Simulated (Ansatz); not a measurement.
The same path of C$_{2}$H$_{6}$OS (10 atoms, charge 0, multiplicity 1) was run twice with different band settings. The coordinate that changes most is the dihedral C2–C3–S4–H10.

All numbers below come from RKS PBE/def2-SVP (Ansatz 0.2.0).

Relaxed end points:

```xyz
10
Properties=species:S:1:pos:R:3
O -1.507 0.279 -0.755
C -0.504 0.592 0.187
C 0.321 -0.657 0.468
S 1.296 -1.289 -0.954
H -1.910 1.113 -1.051
H -0.937 0.938 1.163
H 0.175 1.407 -0.167
H -0.366 -1.488 0.729
H 0.986 -0.494 1.339
H 2.272 -0.339 -0.896
```

```xyz
10
Properties=species:S:1:pos:R:3
O -1.113 0.296 -0.947
C -0.461 0.584 0.280
C 0.440 -0.591 0.626
S 1.786 -0.844 -0.596
H -1.496 1.123 -1.286
H -1.198 0.724 1.112
H 0.159 1.510 0.218
H -0.165 -1.517 0.716
H 0.937 -0.416 1.601
H 0.936 -0.808 -1.662
```

Common settings: climbing image yes; spring 5.0 eV/Å²; optimiser quadratic models (default); start path through a guess of the saddle point; force threshold 0.05 eV/Å; iteration limit 60; end points relaxed.

| run | movable images |
| --- | --- |
| 1 | 5 |
| 2 | 1 |

Q: What does each run give, and how far can it be trusted?

A: Run 1: converged after 16 iterations, highest image 0.065 eV above the first end. A vibrational analysis at the climbing image gives one clearly imaginary mode, 197i cm⁻¹: a first-order saddle point.
Run 2: converged after 12 iterations, highest image 0.065 eV above the first end. The dihedral C2–C3–S4–H10 jumps by 144° between images 0 and 1, so the path isn't resolved there. Another band between the same ends (5 images) ends at a top of the same energy, where a vibrational analysis finds 1 clearly imaginary mode. So few images can step over the top or miss a turn of the path.
